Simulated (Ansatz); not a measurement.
# [CF3]+ (SMILES F[C+](F)F): CAM-B3LYP/def2-SVPD

What is the vertical ionisation energy of [CF3]+ at CAM-B3LYP/def2-SVPD? 

Program for the calculation: Ansatz 0.2.0.

2 further runs of the same task are left out: 2 set aside as unsound or not needed.

### 1 The molecule

[CF3]+ has 4 atoms, charge +1, and is taken as a singlet. SMILES: `F[C+](F)F`. The coordinates come from a PBE0-D4/def2-TZVP relaxation.

Bond lengths: F1–C2 1.230 Å, C2–F3 1.230 Å, C2–F4 1.230 Å. Angles: F1–C2–F3 120.0°, F1–C2–F4 120.0°, F3–C2–F4 120.0°.

### 2 A single-point energy at CAM-B3LYP/def2-SVPD

The input, input.yaml:

```yaml
crystal:
  periodic: [false, false, false]
  atoms:
    - {symbol: F, position_ang: [0.698600, -0.114600, 1.005400]}
    - {symbol: C, position_ang: [0.000000, 0.000000, -0.000000]}
    - {symbol: F, position_ang: [-0.609500, -0.973400, -0.439400]}
    - {symbol: F, position_ang: [-0.089000, 1.088000, -0.566000]}
basis:
  gaussian: {orbitals: def2-SVPD}
output: {orbitals: {seedname: orbitals}}
hamiltonian: {xc: {name: CAM-B3LYP}}
accuracy: high
total_charge: 1
```

Command:

```bash
$ ansatz run input.yaml --threads 1 --pin off --max-ram 3480MiB --events-out events.jsonl --progress --plain --runs-dir runs
```

What it wrote:

```text
Warning: RAYON_NUM_THREADS=1 ignored (pool sized by the plan → 1); use --threads N
Functional definition: CAM-B3LYP
  name "CAM-B3LYP"
  parameter alpha = 0.19
  parameter beta = 0.46
  parameter omega = 0.33/bohr
  parameter ac = 0.81
  exchange = (1 - alpha - beta)*b88_x + beta*b88_x_sr(omega) + alpha*exact_x + beta*exact_x_lr(omega)
  correlation = (1 - ac)*vwn5_c + ac*lyp_c
1754 factors; integrals over basis functions are off by at most 2.5e-9 eV
382 factors; integrals over basis functions are off by at most 1.6e-9 eV
mean field evaluation 1: about -9161.4514 eV, gradient 6.7e1 eV
mean field evaluation 2: about -9157.7533 eV, gradient 8.6e1 eV
mean field evaluation 4: about -9167.6517 eV, gradient 6.9e-1 eV
mean field evaluation 8: about -9167.6533 eV, gradient 1.3e-2 eV
mean field evaluation 16: about -9167.6533 eV, gradient 2.1e-7 eV
mean field -9167.65325549 eV, -336.9050430806 hartree, gradient 1.7e-8 eV, S^2 0.000000; 0 other end points of the search recorded, 0 dependent functions left out
reference -9167.65327170 eV, -336.9050436766 hartree; 16, 16 occupied and 73, 73 virtual orbitals, 1754 factors
Total energy: -9167.65327170 eV, -336.9050436766 hartree
```

Wall time 6 s (1 thread of Arm Neoverse V1, shared host); peak memory 0.27 GiB.

### 3 Doublet [CF3]2+

The input, run.yaml:

```yaml
crystal:
  periodic: [false, false, false]
  atoms:
    - symbol: F
      position_ang: [0.698600, -0.114600, 1.005400]
    - symbol: C
      position_ang: [0.000000, 0.000000, -0.000000]
    - symbol: F
      position_ang: [-0.609500, -0.973400, -0.439400]
    - symbol: F
      position_ang: [-0.089000, 1.088000, -0.566000]
basis:
  gaussian:
    orbitals: def2-SVPD
total_charge: 2
magnetization:
  spin_polarized: true
  initial_magnetization: 1
hamiltonian:
  xc: {name: CAM-B3LYP}
accuracy: high
output:
  orbitals: {seedname: orbitals}
```

Command:

```bash
$ ansatz run run.yaml --threads 1 --pin off --max-ram 3480MiB --events-out events.jsonl --progress --plain --runs-dir runs
```

What it wrote (excerpt; [...] marks lines left out):

```text
Warning: RAYON_NUM_THREADS=1 ignored (pool sized by the plan → 1); use --threads N
[... 2 set-up lines as earlier in the session ...]
[...]
1754 factors; integrals over basis functions are off by at most 2.5e-9 eV
382 factors; integrals over basis functions are off by at most 1.6e-9 eV
[...]
mean field -9142.09435221 eV, -335.9657707095 hartree, gradient 4.5e-8 eV, S^2 0.756174; 2 other end points of the search recorded, 0 dependent functions left out
reference -9142.09436897 eV, -335.9657713255 hartree; 16, 15 occupied and 73, 74 virtual orbitals, 1754 factors
Total energy: -9142.09436897 eV, -335.9657713255 hartree
```

Wall time 13 s (1 thread of Arm Neoverse V1, shared host); peak memory 0.35 GiB.

### 4 Results

Level: CAM-B3LYP/def2-SVPD.

| quantity | value |
| --- | --- |
| singlet [CF3]+: total energy | -336.90504 Eh |
| singlet [CF3]+: HOMO energy | -23.52 eV |
| singlet [CF3]+: LUMO energy | -9.39 eV |
| singlet [CF3]+: HOMO–LUMO gap | 14.13 eV |
| doublet [CF3]2+: total energy | -335.96577 Eh |
| doublet [CF3]2+: HOMO energy (highest over α and β) | -33.64 eV |
| doublet [CF3]2+: LUMO energy (lowest over α and β) | -27.63 eV |
| doublet [CF3]2+: ⟨S²⟩ | 0.756 |
| vertical ionisation energy (to the doublet dication) | 25.559 eV |

**Reading.** Removing an electron at fixed nuclei costs 25.56 eV (2466 kJ/mol). −ε(HOMO) before ionisation, 23.52 eV, is 2.04 eV below this ionisation energy.
